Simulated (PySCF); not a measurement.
Species: 2,3-hexadiene, C6H10.
SMILES with atom numbers: `[CH3:1][CH:2]=[C:3]=[CH:4][CH2:5][CH3:6]` (hydrogens: H7, H8, H9 on C1; H10 on C2; H11 on C4; H12, H13 on C5; H14, H15, H16 on C6)

The same species was optimised twice, with GFN2-xTB and with PBE0-D3(BJ)/def2-SVP (PySCF), and the same property calculations (PySCF, gas phase) were run on both structures.

```
     coordinate  GFN2-xTB  PBE0-D3(BJ)/def2-SVP  change
      C2=C3 (Å)     1.297                 1.312  +0.015
      C3=C4 (Å)     1.297                 1.311  +0.014
      C5–C6 (Å)     1.527                 1.525  -0.002
      C4–C5 (Å)     1.504                 1.505  +0.001
      C1–C2 (Å)     1.500                 1.500   0.000
   C4–C5–C6 (°)     111.1                 112.7    +1.6
   C3–C4–C5 (°)     124.0                 125.3    +1.3
   C2–C3–C4 (°)     178.1                 179.0    +0.9
   C1–C2–C3 (°)     124.3                 125.2    +0.9
C3–C4–C5–C6 (°)       118                   118       0
```

Rotational constants: A = 13001, B = 1357, C = 1338 MHz (GFN2-xTB) against A = 13240, B = 1318, C = 1300 MHz (PBE0-D3(BJ)/def2-SVP). Point groups within 0.08 Å: C1 and C1.

On the GFN2-xTB structure: isotropic polarisability (au) 78.8 [PBE0/def2-SVPD]; HOMO (eV) -7.08 [PBE0/def2-SVPD]; LUMO (eV) 0.41 [PBE0/def2-SVPD]; dipole (D) 0.26 [PBE0/def2-SVPD].

Question: What do these properties become on the PBE0-D3(BJ)/def2-SVP structure?

Answer: 
```tsv
property	level	on GFN2-xTB	on PBE0-D3(BJ)/def2-SVP	change
isotropic polarisability (au)	PBE0/def2-SVPD	78.8	80.6	+1.8
HOMO (eV)	PBE0/def2-SVPD	-7.08	-7.08	0.00
LUMO (eV)	PBE0/def2-SVPD	0.41	0.34	-0.07
dipole (D)	PBE0/def2-SVPD	0.26	0.26	0.00
energy, GFN2-xTB geometry as zero (kcal/mol)	PBE0/def2-SVPD	0.0	-1.1	-1.1
```

The heavy atoms differ by 0.034 Å rms after alignment. Among bonds between heavy atoms C2=C3 and C3=C4 change most and about equally (+0.014 to +0.015 Å). Changes are differences of the printed values. Neither structure is proved a minimum here.

Shape of the structure used: `[CH3:1][CH:2]=[C:3]=[CH:4][CH2:5][CH3:6]`: C3–C4–C5–C6 118°.
